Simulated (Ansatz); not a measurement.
Geometry optimisation, RKS r2SCAN-D4/6-31G* (Ansatz).

Input file:

```yaml
crystal:
  periodic: [false, false, false]
  atoms:
    - { symbol: Al, position_ang: [0.0, 0.0, 0.0] }
    - { symbol: H, position_ang: [0.8998, 0.0, 1.5126] }
    - { symbol: Cl, position_ang: [2.3982, 0.0, 0.3916] }
    - { symbol: Cl, position_ang: [-1.9312, 0.0, -1.115] }
basis:
  gaussian: { orbitals: "6-31G*" }
hamiltonian:
  xc: r2scan
  dispersion: d4
relax:
  f_tol: 0.15
  max_steps: 25
  restrain:
    - { distance: [1, 2], at: 2.57, k: 30.0 }
    - { distance: [0, 1], at: 1.56, k: 30.0 }
    - { distance: [0, 2], at: 2.23, k: 30.0 }
```

Command:

```bash
$ ansatz run input.yaml --threads 1 --pin off --max-ram 2048MiB --backend cpu --events-out ev --progress --plain --runs-dir out
```

Where does it end, and by what steps?

The forces met the threshold. The restraints hold the end off the free minimum. After 5 steps the energy has fallen by 2.797 eV (the restraints' own energy left out); Cl3 moved furthest, 0.55 Å.

| step | energy less start (eV) | largest force component (eV/Å) | accepted |
| --- | --- | --- | --- |
| 0 | 0.0000 | 2.247 | yes |
| 1 | -0.8655 | 2.217 | yes |
| 2 | -1.8006 | 2.219 | yes |
| 3 | -2.6092 | 1.202 | yes |
| 4 | -2.7946 | 2.024 | yes |
| 5 | -2.7972 | 1.844 | yes |

```xyz
4
Properties=species:S:1:pos:R:3
Al 0.124 0.000 0.250
H 0.455 0.000 1.761
Cl 2.260 0.000 -0.141
Cl -1.472 0.000 -1.082
```

The run took 17 s on 1 thread of Arm Neoverse V2 (shared host), peak memory 0.12 GiB.
